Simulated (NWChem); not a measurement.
**Correlation energy of nitrogen dioxide (NO$_{2}$)**

SMILES: [O]N=O
```xyz
3

O     -1.0994     0.0000     0.1399
N      0.0000     0.0000    -0.3199
O      1.0994     0.0000     0.1399
```
Charge 0, spin multiplicity 2.

All runs are NWChem calculations. All single points use one geometry, from UB3LYP/def2-SVP, a minimum by its harmonic frequencies.

Basis set: def2-SVP. Each correlation energy counts from its own Hartree-Fock reference.

The correlated methods keep 3 core orbitals frozen. The unpaired electrons of the parent sit in orbitals of symmetry a1 (C2v labels of the run); other states weren't searched. The stability of the SCF solutions was not checked. Open-shell Hartree-Fock references start from PBE0 orbitals. No row is a measurement; the coupled-cluster row has its own basis-set and correlation limits.

**Question.** One of these methods gave a correlation energy of -539.8 mHa. Which?
A. CCSD[T] on UHF
B. SCS-UMP2
C. UMP2
D. CCSD on UHF

**Answer.** C, UMP2. The others give -513.8 (SCS-UMP2), -531.6 (CCSD on UHF), -558.6 (CCSD[T] on UHF).
